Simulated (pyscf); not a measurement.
H₂N–Si:–Cl [singlet] + H₂ → H₂N–SiH₂–Cl, an insertion (singlet surface; H–H broken, H–Si, H–Si formed). Single points on ωB97X-D3(BJ)/def2-SVP structures (PySCF, gas phase). Energies in kJ/mol from the separated reactants.

AM1 to PM7: differences of heats of formation from MOPAC, which are fitted to 298 K values and so differ in kind from electronic energies by zero-point and thermal terms. 

Q: In single points PM3 puts the saddle at 137.1 kJ/mol and the reaction energy at -9.5 kJ/mol. Should these be trusted to within a few kcal/mol? Compare with ωB97M-D3(BJ)/def2-TZVP.

A: ωB97M-D3(BJ)/def2-TZVP gives ΔE‡ = 177.3 kJ/mol and ΔE = -136.5 kJ/mol. PM3 lies 40.2 kJ/mol under it in the barrier and 127.1 kJ/mol over it in the reaction energy, so on this step it does not hold to within 12.6 kJ/mol. ωB97M-D3(BJ)/def2-TZVP has limits of its own. The same reactants have a lower exit, to :HSi–Cl [singlet] + NH₃ (barrier +146.3 kJ/mol at ωB97M-D3(BJ)/def2-TZVP, against +177.3 kJ/mol here). This is the saddle that the search found; another between the same sides may lie lower.
